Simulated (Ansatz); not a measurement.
**From CH3F to C4H9F: predicting a member**

On one C centre that keeps F, n of the H ligands are replaced by CH3. The atomisation energy (no zero-point term) y in kJ/mol at CCSD(T)/CBS estimate. Shapes: PBE0-D4/def2-TZVP. Programs: Ansatz 0.2.0.

| molecule | n | y (kJ/mol) |
| --- | --- | --- |
| CH3F | 0 | 1769 |
| C2H5F | 1 | ? |
| C3H7F | 2 | 4266 |
| C4H9F | 3 | 5516 |

Problem. Fit y = c + s·n to the known rows and predict C2H5F.

Solution. 
1. Means of the 3 rows: n = 1.66667, y = 3850.3.
2. Σ(Δn)² = 4.6667, Σ(Δn·Δy) = 5828.3, so the slope is 5828.3/4.6667 = 1248.9.
3. Intercept: 3850.3 − (1248.9) × 1.66667 = 1768.8. The largest residual of the fit is 0.6.
4. C2H5F: 1768.8 + (1248.9) × 1 = 3018 kJ/mol.

The run gave 3016 kJ/mol, so the prediction is off by +2 kJ/mol, more than the largest residual. The steps are nearly additive. The slope is the difference between a C–CH3 and a C–H bond with the ligands’ own bonds. Other levels give for C2H5F: HF/def2-SVP 2292; r2SCAN-D4/def2-TZVPP 3019; B2PLYP/def2-TZVPP 2992 kJ/mol. The CBS estimate extrapolates MP2 from def2-TZVPP and def2-QZVPP and adds CCSD(T) − MP2 in the triple-zeta set, cores frozen.
